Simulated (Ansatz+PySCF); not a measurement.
# singlet C₂H₆: levels of theory in one basis

```yaml
atoms:
  - { symbol: C, position_ang: [0.0000, 0.0000, -0.8203] }
  - { symbol: C, position_ang: [0.0000, 0.0000, 0.8203] }
  - { symbol: H, position_ang: [0.0000, -1.1059, -1.2583] }
  - { symbol: H, position_ang: [-0.9577, 0.5529, -1.2583] }
  - { symbol: H, position_ang: [0.9577, 0.5529, -1.2583] }
  - { symbol: H, position_ang: [0.0000, 1.1059, 1.2583] }
  - { symbol: H, position_ang: [-0.9577, -0.5529, 1.2583] }
  - { symbol: H, position_ang: [0.9577, -0.5529, 1.2583] }
```

Basis set: def2-SVP (spherical functions). Left uncorrelated: 2 orbitals. Charge 0, multiplicity 1.

Computed with Ansatz (development build ahead of 0.2.0); each method stands on the lowest determinant of its kind that the runs found. NEVPT2 correlates all electrons. Active spaces start from the frontier orbitals, and the lowest solution found is given.

| method | E − E(RHF) (eV) | <S²> of the determinant |
| --- | --- | --- |
| RHF | 0.00 | 0.00 |
| RHF-MP2 | -8.39 | – |
| RHF-CCSD | -9.43 | – |
| CASSCF(2,2) | -0.50 | – |
| SC-NEVPT2(2,2) | -8.53 | – |

**Question.** What does RHF-CCSD(T) give on the same scale?

**Answer.** -9.70 eV.

**Question.** Is a single determinant a sound starting point here?

**Answer.** By this sign, yes. Unrestricted orbitals gain 0.00 eV and <S²> is 0.00 against 0.00 for a pure state. The CASSCF(2,2) natural occupations are 1.98, 0.02.

Caution for CASSCF(2,2): other starts end on other solutions of this active space.
